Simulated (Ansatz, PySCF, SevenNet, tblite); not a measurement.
Ladder of methods for the cohesive energy of zinc-blende GaP

Reference value: 3.61 eV/atom (measured, static lattice: zero-point vibration energy added, our sources range from 3.61 to 3.69; as tabulated in Mejia-Rodriguez and Trickey (2018), arXiv:1807.09216).

```
level (code)       value (eV/atom)  cell (Å³/atom)
-----------------  ---------------  --------------
GFN2-xTB (tblite)             4.45           22.99
SevenNet-0                    3.38           20.88
LDA (Ansatz)                  4.34           19.59
PBE (PySCF)            3.39 ± 0.06           21.02
MP2 (PySCF)                      ?           20.71
```

Task: Fill in the missing entries.

Result: 
- MP2 (PySCF), value (eV/atom): 3.95 ± 0.1

Errors against the reference: GFN2-xTB +0.84 eV/atom, SevenNet-0 -0.23 eV/atom, LDA +0.73 eV/atom, PBE -0.22 eV/atom, MP2 +0.34 eV/atom.

Leaving aside GFN2-xTB (doubt noted below), SevenNet-0 (doubt noted below): Once the reference is moved by up to 0.08 eV/atom (a margin picked here for doubts on the reference and the settings) and values within 0.03 eV/atom count as equal, the nearest can be PBE (-0.22 eV/atom) or MP2 (+0.34 eV/atom). Farthest off among them: LDA (+0.73 eV/atom). Within 0.5 eV/atom: PBE, MP2.

A ± on a computed value is a rough bar: the spread of its extrapolation, a floor set from checks against published values, or a statistical error. GFN2-xTB: the free atoms are run in the same model without spin. GFN2-xTB: the method was fitted mainly to molecules. GFN2-xTB: the run uses a supercell at the zone centre in place of a k mesh. SevenNet-0: free atoms can lie outside what these potentials were trained on. Each level is taken at its own relaxed cell. Ansatz's density-functional and Hartree–Fock values are scalar-relativistic unless marked +SOC, with PAW data made under PBE.

Machine-learned potentials (SevenNet-0) are trained on DFT data: a solid inside that data is no test of them.

Differences are worked out from the printed values.

Ansatz is a first-principles code.
